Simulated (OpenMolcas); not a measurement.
**One shape, several levels: CH5BS− (SMILES [BH2-]SC)**

We compute a comparison of 5 runs (UHF/def2-SVP, UHF/pcseg-2, UB3LYP/6-31G*, UPBE0/def2-SVP, UTPSSh/def2-SVP) of CH5BS−. 

The results are computed with OpenMolcas 26.06.

5 further runs of the same task are left out: 5 set aside as unsound or not needed.

### 1 Starting point

CH5BS−: 8 atoms, total charge -1, spin state doublet. SMILES: `[BH2-]SC`. The shape is that of a GFN2-xTB optimisation.

Bond lengths: B1–S2 1.760 Å, B1–H4 1.195 Å, B1–H5 1.193 Å, C3–H6 1.082 Å, C3–H7 1.081 Å, C3–H8 1.082 Å. Angles: S2–B1–H4 121.1°, S2–B1–H5 120.2°, H4–B1–H5 118.6°, H6–C3–H7 112.6°, H6–C3–H8 112.4°, H7–C3–H8 112.6°. A long bond or contact: S2–C3 2.175 Å.

### 2 Energy and gradient at UHF/def2-SVP (run 1)

The input, job.input:

```
* CH5BS Hartree-Fock

&GATEWAY
 BASLIB=$CurrDir
 COORD
 8
 angstrom
 B       -0.944180       1.016160      -0.999290
 S        0.679900       0.337000      -1.004870
 C        0.807640      -0.844480       0.816650
 H       -1.903120       0.325970      -1.179850
 H       -1.104760       2.187800      -0.842700
 H        0.706170      -0.144060       1.635140
 H        1.772590      -1.331700       0.803180
 H       -0.014250      -1.546690       0.771740
 BASIS=def2-SVP
 GROUP=NoSym

&SEWARD

&SCF
 UHF
 CHARGE=-1
 SPIN=2
 THRESHOLDS=1e-10 1e-07 1e-07 1e-05
 PRORBITALS=1

&ALASKA
```

The basis set def2-SVP is read from a file made from the Basis Set Exchange's data (not shown).

Started as:

```sh
$ export MOLCAS_MEM=1860
$ pymolcas job.input > job.log
```

Output:

```text
--- Start Module: gateway ---
[...]
--- Stop Module: gateway /rc=_RC_ALL_IS_WELL_ ---
[...]
      Basis functions           71
[...]
--- Start Module: scf ---
[...]
       Convergence after  24 Iterations
[...]
::    Total SCF energy                               -462.7592707282
[...]
      Total spin, S                                     0.5529946581
[...]
      Total electronic charge=   33.000000
      Total            charge=   -1.000000
[...]
      Dipole Moment (debye):
      Origin of the operator (angstrom)=    0.3413    0.1885   -0.5354
                   X=  2.7139E+00               Y= -2.2625E+00               Z=  1.8853E+00           Total=  4.0049E+00
      Center of Charge (angstrom)
[...]
--- Stop Module: scf /rc=_RC_ALL_IS_WELL_ ---
[...]
--- Start Module: alaska ---
[...]
 *              Molecular gradients               *
 **************************************************
  Irreducible representation: a
 ------------------------------------------------------------------------------------------
                              X                       Y                       Z
 ------------------------------------------------------------------------------------------
  B1                6.69661574688796E-03   -5.78361488963486E-03    7.86870885536839E-03
  S2               -1.98510105557865E-02    1.83211294113751E-02   -1.11878100841381E-02
  C3                7.94475146855822E-05   -9.51733239547936E-03    1.06034931182495E-02
  H4                1.20477907336345E-02    7.17645246168175E-03    1.52978951545457E-03
  H5                3.97313899124530E-03   -1.37060225822365E-02   -5.57514482117624E-03
  H6                2.14015278083429E-04   -2.38983829720807E-03   -3.60562975249978E-03
  H7               -6.05632599804506E-03    3.51409358829846E-03   -4.17179827888081E-04
  H8                2.89632828931774E-03    2.38513270319185E-03    7.83772996640161E-04
[...]
--- Stop Module: alaska /rc=_RC_ALL_IS_WELL_ ---
[...]
```

Run time: 6.3 s. Hardware: 1 thread of Arm Neoverse V1, shared host; peak memory 0.42 GiB.

### 3 Energy and gradient at UHF/pcseg-2 (RICD fitting) (run 2)

The input, calc.input:

```
>>> EXPORT MOLCAS_PRINT=2

&GATEWAY
  BASLIB
  $CurrDir
  COORD
  8
  bohr
  B     -1.78424161     1.92026410    -1.88838442
  S      1.28482479     0.63683770    -1.89892909
  C      1.52621841    -1.59583592     1.54324484
  H     -3.59637558     0.61599402    -2.22959337
  H     -2.08769383     4.13434282    -1.59247221
  H      1.33446790    -0.27223395     3.08996678
  H      3.34970963    -2.51654828     1.51779023
  H     -0.02692860    -2.92282050     1.45837724
  BASIS
  pcseg-2
  GROUP
  NoSym
  RICD

&SEWARD

&SCF
  UHF
  CHARGE
  -1
  SPIN
  2
  THRESHOLDS
  1e-10 1e-07 1e-07 1e-05
  PRORBITALS
  0

&ALASKA
```

The basis set pcseg-2 is read from a file made from the Basis Set Exchange's data (not shown).

Started as:

```sh
$ export MOLCAS_MEM=1860
$ pymolcas calc.input > calc.log
```

Output:

```text
--- Start Module: gateway ---
[...]
--- Stop Module: gateway /rc=_RC_ALL_IS_WELL_ ---
[...]
      Basis functions          164
[...]
--- Start Module: scf ---
[...]
       Convergence after  25 Iterations
[...]
::    Total SCF energy                               -462.9734323953
[...]
      Total spin, S                                     0.5504058000
[...]
      Total electronic charge=   33.000000
      Total            charge=   -1.000000
[...]
      Dipole Moment (debye):
      Origin of the operator (angstrom)=    0.3413    0.1885   -0.5354
                   X=  2.3553E+00               Y= -2.1602E+00               Z=  1.8491E+00           Total=  3.6923E+00
      Center of Charge (angstrom)
[...]
--- Stop Module: scf /rc=_RC_ALL_IS_WELL_ ---
[...]
--- Start Module: alaska ---
[...]
 *              Molecular gradients               *
 **************************************************
  Irreducible representation: a
 ------------------------------------------------------------------------------------------
                              X                       Y                       Z
 ------------------------------------------------------------------------------------------
  B1                1.06083834529063E-02   -7.31683481936285E-03    6.97040186395093E-03
  S2               -1.75257923838164E-02    1.84765717133757E-02   -1.37017870171139E-02
  C3                9.32262796109362E-04   -6.60078827947874E-03    6.35302951792749E-03
  H4                6.08770190817065E-03    3.47758210175741E-03    3.87284085290485E-04
  H5                2.66880674552128E-03   -6.63882489014611E-03   -4.25180630743460E-03
  H6               -3.55886512379305E-04    1.10162864988728E-03    2.29843678486619E-03
  H7               -2.75552174577420E-04   -1.76461644796344E-05    6.13336105610374E-04
  H8               -2.13992383187911E-03   -2.48168831157791E-03    1.33110496690964E-03
[...]
--- Stop Module: alaska /rc=_RC_ALL_IS_WELL_ ---
[...]
```

It took 40 s on 1 thread of Arm Neoverse V1, shared host; peak memory 0.39 GiB.

Runs 3 to 4 aren't shown in full; the table further down has their settings and results.

### 4 Energy and gradient at UTPSSh/def2-SVP (run 5)

The input, run.inp:

```
>>> EXPORT MOLCAS_PRINT=2

&gateway
 baslib = $CurrDir
 basisset
 B.def2-SVP....
 B1 -0.944180 1.016160 -0.999290 angstrom
 End of Basis
 basisset
 S.def2-SVP....
 S2 0.679900 0.337000 -1.004870 angstrom
 End of Basis
 basisset
 C.def2-SVP....
 C3 0.807640 -0.844480 0.816650 angstrom
 End of Basis
 basisset
 H.def2-SVP....
 H4 -1.903120 0.325970 -1.179850 angstrom
 H5 -1.104760 2.187800 -0.842700 angstrom
 H6 0.706170 -0.144060 1.635140 angstrom
 H7 1.772590 -1.331700 0.803180 angstrom
 H8 -0.014250 -1.546690 0.771740 angstrom
 End of Basis

&seward
 gridinput
 Grid=UltraFine
 End of Grid

&scf
 uhf
 charge = -1
 spin = 2
 ksdft = HYB_MGGA_XC_TPSSH
 thresholds = 1e-10 1e-07 1e-07 1e-05
 prorbitals = 1 1

&alaska
```

The basis set def2-SVP is read from a file made from the Basis Set Exchange's data (not shown).

Started as:

```sh
$ export MOLCAS_MEM=1860
$ pymolcas run.inp > run.log
```

Output:

```text
--- Start Module: gateway ---
[...]
--- Stop Module: gateway /rc=_RC_ALL_IS_WELL_ ---
[...]
      Basis functions           71
[...]
--- Start Module: scf ---
[...]
       Convergence after  21 Iterations
[...]
::    Total KS-DFT energy                            -463.9860707023
[...]
      Total spin, S                                     0.5071233709
[...]
      Total electronic charge=   33.000000
      Total            charge=   -1.000000
[...]
      Dipole Moment (debye):
      Origin of the operator (angstrom)=    0.3413    0.1885   -0.5354
                   X=  2.4931E+00               Y= -1.9949E+00               Z=  1.5819E+00           Total=  3.5634E+00
      Center of Charge (angstrom)
[...]
--- Stop Module: scf /rc=_RC_ALL_IS_WELL_ ---
[...]
--- Start Module: alaska ---
[...]
 *              Molecular gradients               *
 **************************************************
  Irreducible representation: a
 ------------------------------------------------------------------------------------------
                              X                       Y                       Z
 ------------------------------------------------------------------------------------------
  B1                7.10243410941302E-03   -4.33889393059550E-03    6.28700266505586E-03
  S2               -3.85682851585472E-02    2.01983888277922E-02   -7.42674289041378E-03
  C3                5.22200756622793E-04   -2.05226446297107E-02    3.23232992087270E-02
  H4                2.87486187990074E-02    1.90888579991260E-02    3.74849317161319E-03
  H5                6.17793945050837E-03   -3.45073962195261E-02   -5.70444844367575E-03
  H6                3.86227831087754E-03   -2.80187119879978E-02   -3.20299601502514E-02
  H7               -4.02549438684328E-02    2.06268536864116E-02    3.10966376897787E-04
  H8                3.24097576005875E-02    2.74735462544999E-02    2.49139006203111E-03
[...]
--- Stop Module: alaska /rc=_RC_ALL_IS_WELL_ ---
[...]
```

It took 72 s on 1 thread of Arm Neoverse V1, shared host; peak memory 0.42 GiB.

### 5 The series

| run | level | integral approximation | Cartesian functions | energy (Eh) | HOMO energy (eV) | LUMO energy (eV) | ⟨S²⟩ | wall time |
| --- | --- | --- | --- | --- | --- | --- | --- | --- |
| 1 | UHF/def2-SVP | none | no | -462.759271 | -0.62 | 8.31 | 0.859 | 6.3 s |
| 2 | UHF/pcseg-2 (RICD fitting) | RICD | no | -462.973432 | -0.82 | 6.34 | 0.853 | 40 s |
| 3 | UB3LYP/6-31G* (Cartesian functions) | none | yes | -464.126525 | 2.04 | 4.60 | 0.763 | 38 s |
| 4 | UPBE0/def2-SVP | none | no | -463.719588 | 1.50 | 4.42 | 0.766 | 43 s |
| 5 | UTPSSh/def2-SVP | none | no | -463.986071 | 2.02 | 4.02 | 0.764 | 72 s |

### 6 What came out

```
                                 quantity          value
                      run 5: total energy  -463.98607 Eh
run 5: HOMO energy (highest over α and β)        2.02 eV
 run 5: LUMO energy (lowest over α and β)        4.02 eV
                              run 5: ⟨S²⟩          0.764
```

**Reading.** Totals of different functionals can't be ranked against each other. In runs 3, 4, 5 the HOMO lies above zero, so the outermost electron may be held by the basis alone. Spin contamination of the reference: run 1 ⟨S²⟩ = 0.86, run 2 ⟨S²⟩ = 0.85. All runs together took 3.3 min, the longest 72 s.
